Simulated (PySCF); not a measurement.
**Computed data sheet: `C[C](Cl)Cl` [radical]**

C2H3Cl2 (doublet state).
Atom-mapped SMILES: `[CH3:1][C:2]([Cl:3])[Cl:4]` (hydrogens: H5, H6, H7 on C1)

PBE0-D3(BJ)/def2-SVP geometry optimisation, gas phase (PySCF):

- Point group: Cs
- Rotational constants A, B, C: 6.596, 3.310, 2.249 GHz
- Dipole moment: 1.51 D

From UKS B3LYP, IGLO-III on C Cl, pcH-1 on H, non-relativistic, mean-field spin-orbit, GIAO (PySCF):

* Isotropic g value: 2.00766
* Principal g values: 2.00087, 2.01058, 2.01153
* Spin squared ⟨S²⟩: 0.754
* Largest Mulliken spin population: 0.83 on C2
* Largest isotropic hyperfine couplings (means over sets of like nuclei): 13C +243.4 (C2), 1H +57.5 (H5/H6/H7), 13C -12.4 (C1), 35Cl +12.0 (Cl3/Cl4) MHz

Monoisotopic mass (most abundant isotopes): 96.9612 u.

At 9.50 GHz, hν = g·μB·B₀ (B₀ the magnetic field) puts the centre of the isotropic spectrum, to first order, at 338.1 mT. ⟨S²⟩ is 0.004 above the pure-spin value S(S + 1) = 0.75. g_iso is shifted by about +5340 ppm from the free-electron value 2.002319; the principal values span 0.0107. In atomic units the dipole is 0.60 e·bohr (1 au = 2.5417 D). A dipole of 1.51 D is allowed in Cs, and pure rotational transitions are dipole-allowed. The rotational constants make it an asymmetric top with κ = (2B − A − C)/(A − C) = -0.51, nearer the prolate limit (−1). With B = h/(8π²I), that is 505.379 GHz u Å² over I, the principal moments of inertia are 76.6, 152.7 and 224.7 u Å² (most abundant isotopes).

Geometry: PBE0-D3(BJ)/def2-SVP; no solvent or vibrations. Couplings of like nuclei are plain means over topologically equivalent atoms, as if these changed places fast (by rotation of a methyl-like group, say); in this geometry the members of some sets differ.

For the EPR job (B3LYP), the run took 19 s wall on one thread, Arm Neoverse V2, no GPU (shared host).
